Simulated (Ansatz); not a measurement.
CH5S, doublet: at the end structure of a reaction step.

Input (in.yaml):

```yaml
crystal:
  periodic: [false, false, false]
  atoms:
    - {symbol: H, position_ang: [-1.315311, -0.024577, -0.604462]}
    - {symbol: S, position_ang: [1.199361, -2.324285, 0.303797]}
    - {symbol: C, position_ang: [-0.627608, 0.733186, -0.230162]}
    - {symbol: H, position_ang: [1.944037, -1.345264, 0.849042]}
    - {symbol: H, position_ang: [-1.065072, 1.721447, -0.370531]}
    - {symbol: H, position_ang: [-0.447437, 0.566079, 0.831812]}
    - {symbol: H, position_ang: [0.312031, 0.673514, -0.779496]}
basis:
  gaussian: {orbitals: def2-TZVPP}
magnetization: {spin_polarized: true, initial_magnetization: 1}
hamiltonian: {xc: {name: CAM-B3LYP}, dispersion: d4}
```

Command:

```bash
ansatz run in.yaml --threads 2 --pin off --events-out ev --progress --plain --max-ram 4352MiB
```

Output of Ansatz 0.2.0:

```
Functional definition: CAM-B3LYP
  name "CAM-B3LYP"
  cite "Yanai, Tew & Handy, Chem. Phys. Lett. 393, 51 (2004) doi:10.1016/j.cplett.2004.06.011"
  cite "Iikura, Tsuneda, Yanai & Hirao, J. Chem. Phys. 115, 3540 (2001) doi:10.1063/1.1383587"
  cite "Becke, Phys. Rev. A 38, 3098 (1988) doi:10.1103/PhysRevA.38.3098"
  cite "Lee, Yang & Parr, Phys. Rev. B 37, 785 (1988) doi:10.1103/PhysRevB.37.785"
  cite "Vosko, Wilk & Nusair, Can. J. Phys. 58, 1200 (1980) doi:10.1139/p80-159"
  parameter alpha = 0.19
  parameter beta = 0.46
  parameter omega = 0.33/bohr
  parameter ac = 0.81
  # Exact exchange under (alpha + beta erf(omega r))/r, Becke's under what is left of 1/r.
  exchange = (1 - alpha - beta)*b88_x + beta*b88_x_sr(omega) + alpha*exact_x + beta*exact_x_lr(omega)
  correlation = (1 - ac)*vwn5_c + ac*lyp_c
771 factors; their error is unknown
189 factors; integrals over basis functions are off by at most 5.2e-5 eV
mean field evaluation 1: about -11949.5141 eV, gradient 2.9e1 eV
mean field evaluation 2: about -11950.4547 eV, gradient 2.4e1 eV
mean field evaluation 4: about -11953.1347 eV, gradient 3.0e-1 eV
mean field evaluation 8: about -11953.1339 eV, gradient 2.2e-1 eV
mean field evaluation 16: about -11953.1340 eV, gradient 2.5e-4 eV
mean field evaluation 32: about -11953.1687 eV, gradient 3.5e-5 eV
mean field -11953.16867452 eV, -439.2708466399 hartree, gradient 6.8e-6 eV, S^2 0.754220; 2 other end points of the search recorded, 0 dependent functions left out
reference -11953.16879220 eV, -439.2708509647 hartree; 14, 13 occupied and 129, 130 virtual orbitals, 771 factors
Total energy: -11953.21970706 eV, -439.2727220510 hartree
```

Hardware: 2 CPU threads of an Arm Neoverse V2, shared host. Wall time about 8 s.
